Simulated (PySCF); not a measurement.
# H3NCl−, a complex of two parts: interaction energy

The task here is to estimate one member of a computed series from the others.

Programs: PySCF 2.14.0. All values are calculated, for the isolated system unless a continuum is named. Atoms count from 0, parts from 1.

## The system as given

5 atoms, charge -1, multiplicity 1; geometry: GFN2-xTB. Parts: 1 = atoms 0–3, `N`, charge 0; 2 = atom 4, `[Cl-]`, charge -1.

Set-up of the first run:

The job: settings as JSON, then the geometry in Å.

```
{"job": {"xc": "PBE0", "basis": "def2-SVPD", "d3": "d3bj", "grid": 2, "kind": "geom", "shake": 0.01}, "charge": -1, "multiplicity": 1, "parts": [{"atoms": "0-3", "charge": 0, "multiplicity": 1}, {"atoms": "4-4", "charge": -1, "multiplicity": 1}]}
N      0.058780    -0.096555     0.325849
H      0.858166    -0.035312    -0.272646
H     -0.634927    -0.688459    -0.165242
H     -0.349446     0.861730     0.224934
Cl    -1.303290     2.642498    -0.876761
```

The run is started by

```bash
OMP_NUM_THREADS=1 python cluster_run.py task.json out
```

This one command runs all jobs of the session in turn.

Among the steps run: Geometry optimisation at PBE0-D3(BJ)/def2-SVPD; Coupled-cluster interaction energy: CCSD(T) and MP2, 2.33 Å; Coupled-cluster interaction energy: CCSD(T) and MP2, 2.56 Å; Coupled-cluster interaction energy: CCSD(T) and MP2, 2.21 Å; Coupled-cluster interaction energy: CCSD(T) and MP2, 2.91 Å; Coupled-cluster interaction energy: CCSD(T) and MP2, 2.10 Å; Coupled-cluster interaction energy: CCSD(T) and MP2, 3.50 Å; Coupled-cluster interaction energy: CCSD(T) and MP2, 4.66 Å.

One table of the session follows, with a row left open; its other results are not shown here.

It belongs to the step «Coupled-cluster interaction energy: CCSD(T) and MP2, 4.66 Å». 

```
                 method  interaction energy (kcal/mol)
         HF/aug-cc-pVDZ                          -2.73
        MP2/aug-cc-pVDZ                          -2.73
       CCSD/aug-cc-pVDZ                          -2.69
    CCSD(T)/aug-cc-pVDZ                          -2.69
         HF/aug-cc-pVTZ                              ?
        MP2/aug-cc-pVTZ                          -2.75
    SCS-MP2/aug-cc-pVTZ                          -2.71
      MP2, extrapolated                          -2.75
CCSD(T), limit estimate                          -2.72
```

Estimate the missing values for HF/aug-cc-pVTZ.

The run gave: interaction energy (kcal/mol): -2.74. In the column «interaction energy (kcal/mol)» it lies between MP2, extrapolated (-2.75) and HF/aug-cc-pVDZ (-2.73).
